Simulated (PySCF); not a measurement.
**Frontier levels across methods**

Species: methylcyclopentane, C6H12.
Atom-mapped SMILES: `[CH3:1][CH:2]1[CH2:3][CH2:4][CH2:5][CH2:6]1` (hydrogens: H7, H8, H9 on C1; H10 on C2; H11, H12 on C3; H13, H14 on C4; H15, H16 on C5; H17, H18 on C6)

Cartesian coordinates in Å at the PBE0-D3(BJ)/def2-SVP level; atoms count from 1:
```xyz
18
C6H12 angstrom
C      2.071   -0.617   -0.147
C      0.556   -0.538   -0.177
C     -0.101   -0.251    1.176
C     -1.536    0.176    0.836
C     -1.488    0.678   -0.628
C     -0.017    0.580   -1.049
H      2.485   -0.813   -1.149
H      2.421   -1.420    0.521
H      2.505    0.330    0.214
H      0.156   -1.500   -0.552
H      0.443    0.579    1.661
H     -0.055   -1.108    1.866
H     -1.907    0.945    1.529
H     -2.226   -0.678    0.927
H     -2.110    0.036   -1.272
H     -1.883    1.700   -0.738
H      0.515    1.519   -0.812
H      0.115    0.399   -2.127
```

Basis pcSseg-1 throughout (PySCF), one geometry. The structure is a single PBE0-D3(BJ)/def2-SVP conformer in the gas phase; no vibrational or solvent corrections.

Task: How do the orbital energies, the gap and the dipole change with the method?

Result: 
| method | kind | HOMO (eV) | LUMO (eV) | gap (eV) | μ (D) | SCF cycles |
| --- | --- | --- | --- | --- | --- | --- |
| BLYP | GGA | -7.23 | 0.53 | 7.76 | 0.09 | 13 |
| OPBE | GGA | -7.26 | 0.80 | 8.06 | 0.07 | 14 |
| LDA | LDA | -7.28 | 0.33 | 7.61 | 0.10 | 13 |
| PBE | GGA | -7.29 | 0.52 | 7.81 | 0.09 | 13 |
| B97-D | GGA | -7.34 | 0.67 | 8.01 | 0.09 | 14 |
| BP86 | GGA | -7.40 | 0.60 | 8.00 | 0.09 | 13 |
| KT2 | GGA | -7.40 | 0.44 | 7.84 | 0.09 | 13 |
| KT3 | GGA | -7.48 | 0.42 | 7.89 | 0.08 | 12 |
| B3LYP | global hybrid | -8.49 | 1.04 | 9.53 | 0.09 | 12 |
| PBE0 | global hybrid | -8.68 | 1.36 | 10.04 | 0.08 | 12 |
| mPW1PW91 | global hybrid | -8.73 | 1.39 | 10.12 | 0.08 | 12 |
| wB97X-D | range-separated hybrid | -10.61 | 3.17 | 13.78 | 0.08 | 12 |
| HF | Hartree–Fock | -12.02 | 4.22 | 16.24 | 0.08 | 9 |

The HOMO spans 4.79 eV, from BLYP down to HF, and the gap runs from 7.61 eV (LDA) to 16.24 eV (HF). Over the methods BLYP (0 %), OPBE (0 %), LDA (0 %), PBE (0 %), B97-D (0 %), BP86 (0 %), KT2 (0 %), KT3 (0 %), B3LYP (20 %), PBE0 (25 %), mPW1PW91 (25 %), HF (100 %), a straight line through the gap against the share of exact exchange rises by 0.84 eV for each 10 % (correlation coefficient 0.999). The dipole ranges from 0.07 D (OPBE) to 0.10 D (LDA). This basis has no diffuse functions.
